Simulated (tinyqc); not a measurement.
Worked calculation: Pariser-Parr-Pople SCF with singles CI, for the molecule C=C1C(O)=C1Cl (SMILES; centres numbered as the heavy atoms are written). One step of it, computed by the program tinyqc.

Problem. Iteration 1: Fock matrix. F_rr = H_rr + P_rr gamma_rr / 2 + sum_(s != r) P_ss gamma_rs; F_rs = H_rs - P_rs gamma_rs / 2; E = tr P (H + F) / 2 + core repulsion sum_(r<s) z_r z_s gamma_rs.

P at the start:
```
            1C         2C         3C         4O         5C        6Cl
1C    1.576307   0.659683  -0.252128   0.135315  -0.353202   0.161425
2C    0.659683   0.970978   0.433304  -0.236304   0.514947  -0.234975
3C   -0.252128   0.433304   0.978856   0.628255   0.537723  -0.253734
4O    0.135315  -0.236304   0.628255   1.612383  -0.357462   0.168387
5C   -0.353202   0.514947   0.537723  -0.357462   1.063438   0.434889
6Cl   0.161425  -0.234975  -0.253734   0.168387   0.434889   1.798038
```

core matrix H (eV):
```
             1C          2C          3C          4O          5C         6Cl
1C   -42.847366   -2.390000    0.000000    0.000000    0.000000    0.000000
2C    -2.390000  -53.692543   -2.390000    0.000000   -2.390000    0.000000
3C     0.000000   -2.390000  -58.220381   -2.240000   -2.390000    0.000000
4O     0.000000    0.000000   -2.240000  -62.853903    0.000000    0.000000
5C     0.000000   -2.390000   -2.390000    0.000000  -56.853550   -1.590000
6Cl    0.000000    0.000000    0.000000    0.000000   -1.590000  -54.524183
```

repulsion gamma_rs (eV):
```
            1C         2C         3C         4O         5C        6Cl
1C   11.130000   7.553862   4.803517   3.668884   4.803517   3.594351
2C    7.553862  11.130000   7.554960   5.062497   7.554960   4.871883
3C    4.803517   7.554960  11.130000   8.702432   7.553862   4.871589
4O    3.668884   5.062497   8.702432  21.500000   5.062167   3.678961
5C    4.803517   7.554960   7.553862   5.062167  11.130000   7.828438
6Cl   3.594351   4.871883   4.871589   3.678961   7.828438  13.000000
```

Centres (angstrom, eV; a flat drawing with bonds scaled to 1.40 angstrom):
```
centre          x          y  core charge z          W   gamma_rr
1C       2.208000   0.000000              1  11.160000  11.130000
2C       0.808000   0.000000              1  11.160000  11.130000
3C      -0.404000   0.700000              1  11.160000  11.130000
4O      -1.104000   1.912000              2  33.000000  21.500000
5C      -0.404000  -0.700000              1  11.160000  11.130000
6Cl     -1.104000  -1.912000              2  26.000000  13.000000
```

Give: F; pi energy.

Solution.

F (eV):
```
          1C       2C       3C        4O       5C       6Cl
1C   -4.5520  -4.8816   0.6055   -0.2482   0.8483   -0.2901
2C   -4.8816  -4.0299  -4.0268    0.5981  -4.3352    0.5724
3C    0.6055  -4.0268  -7.0415   -4.9737  -4.4209    0.6180
4O   -0.2482   0.5981  -4.9737  -14.3053   0.9048   -0.3097
5C    0.8483  -4.3352  -4.4209    0.9048  -6.3959   -3.2922
6Cl  -0.2901   0.5724   0.6180   -0.3097  -3.2922  -13.4151
```

pi energy = -135.0714 eV
